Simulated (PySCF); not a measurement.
Below is a simulated gas-phase P 2p photoelectron spectrum of `O=P(O)(O)O`.

Every computed line was given a Gaussian of 0.4 eV full width at half maximum and an area set by the number of equivalent atoms (split 2:1 within a doublet); the highest printed point is 100. Method: PySCF 2.14.0, delta-SCF UKS SCAN, pcX-2 on the ionised atom, pcseg-1 elsewhere, spin-free X2C.

binding energy (eV), intensity and a bar:
```
    140.0          0 
    140.1          2 
    140.2          8 ##
    140.3         26 ########
    140.4         57 #################
    140.5         90 ###########################
    140.6        100 ##############################
    140.7         79 ########################
    140.8         44 #############
    140.9         17 #####
    141.0          6 ##
    141.1          5 ##
    141.2         14 ####
    141.3         30 #########
    141.4         46 ##############
    141.5         50 ###############
    141.6         38 ###########
    141.7         21 ######
    141.8          8 ##
    141.9          2 #
    142.0          0
```

Task: How many maxima does the curve show, and how many computed lines lie under it?

Result: The curve has 2 maxima (at 140.6 and 141.5 eV). Under it lie 2 lines from 1 inequivalent phosphorus site, drawn as a 2p3/2, 2p1/2 pair.

Task: Decompose the envelope and assign each component. Numbering: `[O:1]=[P:2]([OH:3])([OH:4])[OH:5]`.

Result: 
```tsv
position (eV)	relative area	line	atoms	environment
140.58	0.67	P 2p3/2	P2	phosphoryl phosphorus
141.47	0.33	P 2p1/2	P2	phosphoryl phosphorus
```

Task: What are the centre and the root-mean-square width of the whole band?

Result: The area-weighted mean of the lines is 140.88 eV. Their own spread about it is 0.42 eV (rms) and each Gaussian has σ = 0.4/2.355 = 0.17 eV; the variances add, which gives 0.45 eV.

Shake-up satellites, vibrational structure and lifetime widths aren't simulated. The 2p values aren't plain energy differences: one relaxed spin-free 2p hole is combined with a matrix within the shell (ground-state 2p orbital-energy differences and spin–orbit coupling). 2p3/2, the mean of its two sublevels, lies a third of the splitting below the shell's mean and 2p1/2 two thirds above it; the statistical areas are 2:1. 2p1/2 minus 2p3/2 (ligand field included): P 0.89 eV. Isolated species at its PBE0-D3(BJ)/def2-SVP geometry (one conformer only).

Conformer computed: `[O:1]=[P:2]([OH:3])([OH:4])[OH:5]`: H–O3–P2–O1 0°, H–O4–P2–O1 1°, H–O5–P2–O1 172°.
